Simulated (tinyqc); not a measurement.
The basis set: RHF and MP2 along a ladder of basis sets, for H2O, spin multiplicity 1. Computed by the program tinyqc with PySCF. 

Geometry (angstrom):
```
atom       x        y       z
O     0.0000   0.0000  0.0000
H     0.0000   0.7490  0.4830
H     0.0000  -0.7920  0.5110
```

Same geometry throughout; the dipole is taken about the origin.

RHF and frozen-core MP2 in a ladder of bases:
```
basis        functions  E(RHF) (hartree)  E(MP2 corr) (hartree)  HOMO (eV)  LUMO (eV)  dipole (debye)
sto-3g               7        -74.944332              -0.031089   -10.5098    16.9419          1.6995
3-21g               13        -75.578557              -0.117327   -12.9554     7.5351          2.2622
6-31g               13        -75.981183              -0.123670   -13.5884     5.8480          2.4306
6-31g**             24        -76.018348              -0.191076   -13.4967     6.1303          1.9690
cc-pvdz             24        -76.021280              -0.198120   -13.4149     5.2707          1.8602
aug-cc-pvdz         41        -76.036970              -0.215532   -13.8890     1.0014          1.8023
cc-pvtz             58        -76.053309              -0.258022   -13.7397     4.0154          1.8308
```

From cc-pVDZ to cc-pVTZ the RHF energy falls by 32.0 mhartree and the correlation energy by 59.9. If valence correlation converges as X^-3, (27 E(T) - 8 E(D))/19 gives -0.2832 hartree, a rough estimate from such small X that usually falls short; STO-3G holds about 11 % of it. Beyond STO-3G the LUMO moves by 6.5 eV and the HOMO by 0.9 eV; diffuse functions lower the positive LUMO sharply, since an unbound virtual level tracks the most diffuse function.
